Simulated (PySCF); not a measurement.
# Solver options tried on SiB (quartet)

The same problem is solved with other solver options, one edit a run.

Computed with PySCF 2.14.0. Level: each script names its method and basis.

3 further runs of the same task are left out: 3 that didn't finish.

**1. The system as given**

SiB (quartet): 2 atoms, charge 0, spin multiplicity 4.

Bond lengths: Si1–B2 2.026 Å.

**2. The run that the others are compared with**

The input, input.py:

```python
from pyscf import gto, scf, cc

mol = gto.M(
    atom='Si 0 0 0; B 0 0 2.026',
    basis='def2-svpd',
    charge=0,
    spin=3,
    verbose=4,
)
mf = scf.UHF(mol)
mf = mf.density_fit(auxbasis='def2-universal-jkfit')
mf.kernel()
mycc = cc.CCSD(mf)
mycc.kernel()
e = mycc.ipccsd(nroots=3)[0]
print('roots (eV) =', (e*27.211386).round(3))
mf.dip_moment()
print('orbital energies (hartree):', [e[max(0, n-3):n+3].round(4) for e, n in zip(mf.mo_energy, mol.nelec)])
```

Run with:

```sh
$ OMP_NUM_THREADS=1 python input.py
```

Its log is not repeated here.

It gives: E(SCF) = -313.338342 Eh, 14 cycles, E(CCSD) − E(SCF) = -0.15546 Eh, ⟨S²⟩ = 3.758, μ = 0.01 D, ionisation roots 8.742, 8.742, 9.022 eV.

The bond length is a typed value, not an optimised one. The quartet is typed in the script; nothing here shows that it is the ground state.

**3. Point-group symmetry on**

Run 1 changes point-group symmetry: off → on.

The input, input.py:

```python
from pyscf import gto, scf, cc

mol = gto.M(
    atom='Si 0 0 0; B 0 0 2.026',
    basis='def2-svpd',
    charge=0,
    spin=3,
    symmetry=True,
    verbose=4,
)
mf = scf.UHF(mol)
mf = mf.density_fit(auxbasis='def2-universal-jkfit')
mf.kernel()
mycc = cc.CCSD(mf)
mycc.kernel()
e = mycc.ipccsd(nroots=3)[0]
print('roots (eV) =', (e*27.211386).round(3))
mf.dip_moment()
print('orbital energies (hartree):', [e[max(0, n-3):n+3].round(4) for e, n in zip(mf.mo_energy, mol.nelec)])
```

Run with:

```sh
$ OMP_NUM_THREADS=1 python input.py
```

**4. DIIS space 2**

Run 2 changes DIIS space: default → 2.

Changes to input.py since step 2:

```diff
@@ -11,2 +11,3 @@
 mf = mf.density_fit(auxbasis='def2-universal-jkfit')
+mf.diis_space = 2
 mf.kernel()
```

**5. Smearing width 0.005 hartree**

Run 3 changes smearing width: none → 0.005 hartree; step after the SCF: eomip → none.

The input, input.py:

```python
from pyscf import gto, scf

mol = gto.M(
    atom='Si 0 0 0; B 0 0 2.026',
    basis='def2-svpd',
    charge=0,
    spin=3,
    verbose=4,
)
mf = scf.UHF(mol)
mf = mf.density_fit(auxbasis='def2-universal-jkfit')
mf = scf.addons.smearing_(mf, sigma=0.005, method='fermi')
mf.kernel()
mf.dip_moment()
print('orbital energies (hartree):', [e[max(0, n-3):n+3].round(4) for e, n in zip(mf.mo_energy, mol.nelec)])
```

**6. DIIS space off**

Run 4 changes DIIS space: default → off.

Changes to input.py since step 2:

```diff
@@ -11,2 +11,3 @@
 mf = mf.density_fit(auxbasis='def2-universal-jkfit')
+mf.diis = False
 mf.kernel()
```

**Question.** What will these runs give? Wanted: for each run, E(SCF); from base; gap, α spin; SCF dipole; after the SCF.

The runs gave:

| run | E(SCF) (hartree) | from base (eV) | cycles | gap, α spin (eV) | SCF dipole (D) | after the SCF |
| --- | --- | --- | --- | --- | --- | --- |
| base | -313.338342 | 0 | 14 | 9.45 | 0.01 | CCSD correlation -4.230 eV, first root 8.74 eV |
| point-group symmetry on | -313.338342 | 0.0000 | 14 | 9.45 | 0.01 | CCSD correlation -4.230 eV, first root 8.74 eV |
| DIIS space 2 | -313.338342 | 0.0000 | 31 | 9.45 | 0.01 | CCSD correlation -4.230 eV, first root 8.74 eV |
| smearing width 0.005 hartree | -313.134965 | not comparable | 12 | n/a | 0.07 | n/a |
| DIIS space off | -313.338342 | 0.0000 | 48 | 9.45 | 0.01 | CCSD correlation -4.230 eV, first root 8.74 eV |

Distance from each run's final energy (log10 hartree) by cycle:

```
                         run  cycle 1  cycle 2  cycle 3  cycle 5  cycle 8  cycle 12
                        base     -1.4     -1.8     -2.0     -2.5     -4.3      -8.2
     point-group symmetry on     -1.4     -1.8     -2.0     -2.5     -4.3      -8.2
                DIIS space 2     -1.4     -1.8     -2.0     -2.4     -3.1      -4.2
smearing width 0.005 hartree     -1.5     -1.6     -2.7     -3.6     -8.6     -11.0
              DIIS space off     -1.4     -1.8     -2.1     -2.4     -2.8      -3.4
```

**Reading.** The SCF energy stays the same, to the digits that matter, with point-group symmetry on or DIIS space 2 or DIIS space off. The base needs 14 cycles and the run with DIIS space off needs 48.
